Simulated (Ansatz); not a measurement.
Geometry optimisation, RKS PBE0-D4/def2-SVP (Ansatz).

Input:

```yaml
crystal:
  periodic: [false, false, false]
  atoms:
    - { symbol: B, position_ang: [0.122946, 0.507077, -1.142007] }
    - { symbol: C, position_ang: [1.065192, -0.104055, 1.439281] }
    - { symbol: H, position_ang: [0.151068, -0.705051, 1.538151] }
    - { symbol: H, position_ang: [1.710311, -0.30014, 2.313313] }
    - { symbol: H, position_ang: [0.817691, 0.968801, 1.408928] }
    - { symbol: H, position_ang: [1.606703, -0.370464, 0.514499] }
    - { symbol: C, position_ang: [-1.315221, 0.0653, -0.781285] }
    - { symbol: H, position_ang: [-1.377937, -0.964243, -0.387665] }
    - { symbol: H, position_ang: [-1.756452, 0.770876, -0.047531] }
    - { symbol: H, position_ang: [-1.900401, 0.131898, -1.721083] }
basis:
  gaussian: { orbitals: def2-SVP }
hamiltonian:
  xc: pbe0
  dispersion: d4
relax:
  f_tol: 0.03
  max_steps: 50
```

Run as:

```bash
$ ansatz run input.yaml --threads 1 --pin off --max-ram 2048MiB --backend cpu --events-out ev --progress --plain --runs-dir out
```

Problem. Where does it end, and by what steps?

Solution. The run converged. The force dipped under the threshold on the way, but the program's further checks kept it going. After 13 steps the energy has fallen by 0.126 eV; B1 moved furthest, 0.66 Å.

```csv
step,energy less start (eV),largest force component (eV/Å),accepted
0,0.0000,0.355,yes
1,-0.0712,0.272,yes
2,-0.1048,0.286,yes
3,-0.1126,0.539,yes
4,-0.1198,0.230,yes
5,-0.1216,0.046,yes
6,-0.1226,0.012,yes
7,-0.1120,0.395,no
8,-0.1237,0.051,yes
9,-0.1240,0.132,yes
10,-0.1254,0.044,yes
11,-0.1258,0.003,yes
12,-0.1262,0.026,yes
13,-0.1262,0.024,yes
```

```xyz
10
Properties=species:S:1:pos:R:3
B -0.029 0.169 -1.691
C 1.154 -0.091 1.672
H 0.406 -0.889 1.774
H 2.006 -0.306 2.331
H 0.707 0.872 1.957
H 1.504 -0.041 0.630
C -1.405 0.087 -1.008
H -1.551 -0.922 -0.582
H -1.469 0.834 -0.196
H -2.199 0.286 -1.751
```

Whether the end is a true minimum wasn't checked by a vibrational analysis.

Time of the run: 26 s on 1 thread of Arm Neoverse V2 (shared host), peak memory 0.13 GiB.
